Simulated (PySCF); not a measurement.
Compound: C₃H₇NO.
Cartesian coordinates in Å at the PBE0-D3(BJ)/def2-SVP level; atoms count from 1:
```
atom  x, y, z in Å
C1    -1.402   -0.274   -0.562
C2    -0.479    0.556    0.316
N3     0.913    0.465   -0.062
C4     1.744   -0.466    0.467
O5     1.436   -1.264    1.322
H6    -1.346    0.040   -1.616
H7    -1.128   -1.337   -0.504
H8    -2.447   -0.171   -0.233
H9    -0.545    0.210    1.358
H10   -0.776    1.617    0.304
H11    1.260    1.037   -0.821
H12    2.771   -0.412    0.030
```

Method used: PBE0-D3(BJ)/def2-SVP geometry optimisation, gas phase (PySCF).

Masses are those of the commonest isotopes; rigid-rotor values at the optimised geometry. The values belong to one conformer with, in the numbering `[CH3:1][CH2:2][NH:3][CH:4]=[O:5]`, C1–C2–N3–C4 -91°, C2–N3–C4–O5 -3°.

(1) What are A, B and C (MHz)?

(2) What kind of rotor is it?

(3) What does the inertial defect say?

(4) Where do the levels up to J = 2 lie, in cm⁻¹?

(5) Which types of transition are allowed, and where do some lines up to J = 2 fall?

Results:

(1) Ia = 47.97, Ib = 151.51, Ic = 173.36 u·Å²; 505379 MHz·u·Å²/I gives A = 10535, B = 3336, C = 2915 MHz.

(2) An asymmetric top; Ray's κ = -0.890.

(3) Not planar: Δ = Ic − Ia − Ib = -26.12 u·Å². For a rigid frame Δ = −2 Σ m c², so Σ m c² = 13.06 u·Å² lies off the ab plane: 6.13 from hydrogen and 6.93 from heavier atoms. The atom farthest from that plane is 1.31 Å away.

(4) Above 0(0,0):
J = 1: 1(0,1) 0.2085, 1(1,1) 0.4487, 1(1,0) 0.4627
J = 2: 2(0,2) 0.6249, 2(1,2) 0.8516, 2(1,1) 0.8937, 2(2,1) 1.6142, 2(2,0) 1.6148
The levels of one J sum to (2J + 1)J(J + 1)(A + B + C)/3.

(5) The dipole components are |μa| = 2.24 D, |μb| = 2.91 D, |μc| = 0.74 D. The squared components, which scale the intensities, stand as 0.59 : 1.00 : 0.07 (a : b : c). Some lines, for components of 0.1 D or more:

```json
{"type": "a", "branch": "Q", "J(Ka,Kc)": "1(1,0) ← 1(1,1)", "MHz": "420", "lower level (cm⁻¹)": "0.449"}
{"type": "a", "branch": "Q", "J(Ka,Kc)": "2(1,1) ← 2(1,2)", "MHz": "1261", "lower level (cm⁻¹)": "0.852"}
{"type": "b", "branch": "R", "J(Ka,Kc)": "2(0,2) ← 1(1,1)", "MHz": "5284", "lower level (cm⁻¹)": "0.449"}
{"type": "a", "branch": "R", "J(Ka,Kc)": "1(0,1) ← 0(0,0)", "MHz": "6251", "lower level (cm⁻¹)": "0.000"}
{"type": "c", "branch": "Q", "J(Ka,Kc)": "2(1,2) ← 2(0,2)", "MHz": "6797", "lower level (cm⁻¹)": "0.625"}
{"type": "c", "branch": "Q", "J(Ka,Kc)": "1(1,1) ← 1(0,1)", "MHz": "7200", "lower level (cm⁻¹)": "0.209"}
{"type": "b", "branch": "Q", "J(Ka,Kc)": "1(1,0) ← 1(0,1)", "MHz": "7620", "lower level (cm⁻¹)": "0.209"}
{"type": "b", "branch": "Q", "J(Ka,Kc)": "2(1,1) ← 2(0,2)", "MHz": "8058", "lower level (cm⁻¹)": "0.625"}
{"type": "a", "branch": "R", "J(Ka,Kc)": "2(1,2) ← 1(1,1)", "MHz": "12081", "lower level (cm⁻¹)": "0.449"}
{"type": "a", "branch": "R", "J(Ka,Kc)": "2(0,2) ← 1(0,1)", "MHz": "12484", "lower level (cm⁻¹)": "0.209"}
{"type": "a", "branch": "R", "J(Ka,Kc)": "2(1,1) ← 1(1,0)", "MHz": "12922", "lower level (cm⁻¹)": "0.463"}
{"type": "b", "branch": "R", "J(Ka,Kc)": "1(1,1) ← 0(0,0)", "MHz": "13450", "lower level (cm⁻¹)": "0.000"}
{"type": "c", "branch": "R", "J(Ka,Kc)": "1(1,0) ← 0(0,0)", "MHz": "13871", "lower level (cm⁻¹)": "0.000"}
{"type": "b", "branch": "R", "J(Ka,Kc)": "2(1,2) ← 1(0,1)", "MHz": "19281", "lower level (cm⁻¹)": "0.209"}
{"type": "c", "branch": "R", "J(Ka,Kc)": "2(1,1) ← 1(0,1)", "MHz": "20542", "lower level (cm⁻¹)": "0.209"}
{"type": "c", "branch": "Q", "J(Ka,Kc)": "2(2,1) ← 2(1,1)", "MHz": "21599", "lower level (cm⁻¹)": "0.894"}
{"type": "b", "branch": "Q", "J(Ka,Kc)": "2(2,0) ← 2(1,1)", "MHz": "21617", "lower level (cm⁻¹)": "0.894"}
{"type": "b", "branch": "Q", "J(Ka,Kc)": "2(2,1) ← 2(1,2)", "MHz": "22860", "lower level (cm⁻¹)": "0.852"}
{"type": "b", "branch": "R", "J(Ka,Kc)": "2(2,1) ← 1(1,0)", "MHz": "34521", "lower level (cm⁻¹)": "0.463"}
{"type": "c", "branch": "R", "J(Ka,Kc)": "2(2,0) ← 1(1,0)", "MHz": "34539", "lower level (cm⁻¹)": "0.463"}
{"type": "c", "branch": "R", "J(Ka,Kc)": "2(2,1) ← 1(1,1)", "MHz": "34941", "lower level (cm⁻¹)": "0.449"}
{"type": "b", "branch": "R", "J(Ka,Kc)": "2(2,0) ← 1(1,1)", "MHz": "34959", "lower level (cm⁻¹)": "0.449"}
```

PBE0-D3(BJ)/def2-SVP frequencies: not computed here. These are rigid-rotor constants of the computed structure; measured ground-state constants (B0) also hold zero-point vibration. A rigid rotor knows nothing of internal rotation, which can split or shift real lines. Quadrupole hyperfine structure (14N) is left out.

Hardware: x86-64 server, one thread, shared host. Cost: 32 s wall. That covers the optimisation of the geometry.
